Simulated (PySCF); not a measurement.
# Phosphorus: a sound run and one with changed settings

Sound run: P [Ne] 3s2 3p3, P⁺ [Ne] 3s2 3p2. All numbers are calculated (PySCF 2.14, scalar relativity by spin-free X2C-1e, in cc-pVDZ-DK (4s3p1d, 18 functions)). In the sound run the correlated levels freeze [Ne]. The sound run starts from symmetry-adapted Hartree-Fock orbitals and uses a fine grid where one is needed.

Changed run: basis STO-3G, all-electron and non-relativistic. This setting is unsound on purpose.

```
species   method  sound run (hartree)  changed run (hartree)  converged
      P      UHF           -341.52339             -336.86877        yes
      P     MN15           -342.06837             -336.41712        yes
      P      LDA           -340.79171             -336.04658        yes
      P      MP2           -341.58688             -336.86877        yes
     P⁺      UHF           -341.15877             -336.62453        yes
     P⁺     MN15           -341.68688             -336.14948        yes
     P⁺      LDA           -340.40447             -335.77920        yes
     P⁺      MP2           -341.20817             -336.63238        yes
     P⁺  CCSD(T)           -341.22954             -336.63868        yes
```

Ionisation energy of P:

```json
{"method": "UHF", "sound run (eV)": "9.922", "changed run (eV)": "6.646"}
{"method": "MN15", "sound run (eV)": "10.381", "changed run (eV)": "7.283"}
{"method": "LDA", "sound run (eV)": "10.537", "changed run (eV)": "7.276"}
{"method": "MP2", "sound run (eV)": "10.305", "changed run (eV)": "6.433"}
{"method": "SCS-MP2", "sound run (eV)": "10.165", "changed run (eV)": "6.390"}
```

A minimal basis cannot let orbitals breathe on ionisation and holds almost no correlation. The Hamiltonian changed with the basis, so the totals do not compare.

For comparison, NIST gives 10.487 eV between the lowest levels.
